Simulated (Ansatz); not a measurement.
# C₂H₄B radical: single points off equilibrium

A test off equilibrium: a structure displaced at random from a GFN2-xTB minimum is computed at several levels, and each is set against CCSD(T).

Program: Ansatz 0.2.0, Gaussian basis. Level of theory: single points in def2-TZVPP. These are calculated values, not measurements.

Correlated methods freeze the cores. Orbitals are unrestricted.

**1. The starting structure**

SMILES `B[C]=C`, 7 atoms, charge 0, spin multiplicity 2.

Atoms are counted from 1 here; the program's logs count them from 0.

Bond lengths: B1–C2 1.453 Å, B1–H4 1.146 Å, B1–H5 1.147 Å, C2–C3 1.246 Å, C3–H6 1.000 Å, C3–H7 1.078 Å. Angles: C2–B1–H4 120.4°, C2–B1–H5 118.0°, H4–B1–H5 121.5°, B1–C2–C3 177.7°, C2–C3–H6 127.3°, C2–C3–H7 117.3°, H6–C3–H7 115.3°.

Geometry (Å):

```
B    -1.06180    0.40240   -0.74110
C     0.08020   -0.02350    0.04950
C     1.05100   -0.43570    0.71240
H    -2.02460   -0.21850   -0.75160
H    -0.95330    1.35160   -1.37650
H     1.67590   -1.17950    0.47330
H     1.29940    0.10330    1.61270
```

**2. CCSD(T)/def2-TZVPP**

run/in.yaml

```yaml
crystal:
  periodic: [false, false, false]
  atoms:
    - {symbol: B, position_ang: [-1.061800, 0.402400, -0.741100]}
    - {symbol: C, position_ang: [0.080200, -0.023500, 0.049500]}
    - {symbol: C, position_ang: [1.051000, -0.435700, 0.712400]}
    - {symbol: H, position_ang: [-2.024600, -0.218500, -0.751600]}
    - {symbol: H, position_ang: [-0.953300, 1.351600, -1.376500]}
    - {symbol: H, position_ang: [1.675900, -1.179500, 0.473300]}
    - {symbol: H, position_ang: [1.299400, 0.103300, 1.612700]}
basis:
  gaussian: {orbitals: def2-TZVPP}
magnetization: {spin_polarized: true, initial_magnetization: 1}
correlation: {method: ccsd_t}
scf: {omitted_lower_state_checks: [cluster_reference]}
output: {forces: true}
```

No record of the launch command was kept for these runs.

**3. PBE0-D4/def2-TZVPP**

Edit run/in.yaml of step 2 so:

```diff
@@ -13,4 +13,3 @@
 magnetization: {spin_polarized: true, initial_magnetization: 1}
-correlation: {method: ccsd_t}
-scf: {omitted_lower_state_checks: [cluster_reference]}
-output: {forces: true}
+hamiltonian: {xc: pbe0, dispersion: d4}
+output: {forces: true, orbitals: {seedname: orbitals}}
```

**4. wB97M-V/def2-TZVPP**

Edit run/in.yaml of step 3 so:

```diff
@@ -13,3 +13,3 @@
 magnetization: {spin_polarized: true, initial_magnetization: 1}
-hamiltonian: {xc: pbe0, dispersion: d4}
-output: {forces: true, orbitals: {seedname: orbitals}}
+hamiltonian: {xc: {name: wB97M-V}}
+output: {forces: true}
```

**5. r2SCAN-D4/def2-TZVPP**

Edit run/in.yaml of step 4 so:

```diff
@@ -13,3 +13,3 @@
 magnetization: {spin_polarized: true, initial_magnetization: 1}
-hamiltonian: {xc: {name: wB97M-V}}
+hamiltonian: {xc: r2scan, dispersion: d4}
 output: {forces: true}
```

**6. PBE-D4/def2-TZVPP**

Edit run/in.yaml of step 5 so:

```diff
@@ -13,3 +13,3 @@
 magnetization: {spin_polarized: true, initial_magnetization: 1}
-hamiltonian: {xc: r2scan, dispersion: d4}
+hamiltonian: {xc: pbe, dispersion: d4}
 output: {forces: true}
```

**7. revPBE-D4/def2-TZVPP**

Edit run/in.yaml of step 6 so:

```diff
@@ -13,3 +13,3 @@
 magnetization: {spin_polarized: true, initial_magnetization: 1}
-hamiltonian: {xc: pbe, dispersion: d4}
+hamiltonian: {xc: {name: revPBE}, dispersion: d4}
 output: {forces: true}
```

**8. r2SCANh-D4/def2-TZVPP**

Edit run/in.yaml of step 7 so:

```diff
@@ -13,3 +13,3 @@
 magnetization: {spin_polarized: true, initial_magnetization: 1}
-hamiltonian: {xc: {name: revPBE}, dispersion: d4}
+hamiltonian: {xc: {name: r2SCANh}, dispersion: d4}
 output: {forces: true}
```

(Steps that only read results are left out.)

What does the calculation give? Wanted: energy less free atoms, CCSD(T)/def2-TZVPP; RMS force component; RMS force error; HOMO and LUMO, PBE0-D4; T1 diagnostic.

As calculated:

```
                                  quantity                                                                                                value
energy less free atoms, CCSD(T)/def2-TZVPP                                                                                       -2555.7 kJ/mol
                       RMS force component                                                                 1.270 to 1.437 eV/Å over the methods
                           RMS force error  PBE0-D4 0.247, wB97M-V 0.238, r2SCAN-D4 0.223, PBE-D4 0.237, revPBE-D4 0.194, r2SCANh-D4 0.238 eV/Å
                    HOMO and LUMO, PBE0-D4                                                                                   -7.14 and -3.41 eV
                             T1 diagnostic                                                                                                0.023
```

What this shows: Against CCSD(T) the functionals' energies less atoms differ by -157.0 to -92.0 kJ/mol, PBE-D4 by -157.0 kJ/mol. The reference is not at the basis limit: in triple zeta CCSD(T) underbinds, which counts against methods that bind more; the gaps are no ranking. On forces the order runs from revPBE-D4 to PBE0-D4. Frozen-core CCSD(T) forces in triple zeta carry basis errors of their own, and this is one geometry, so small gaps rank nothing.
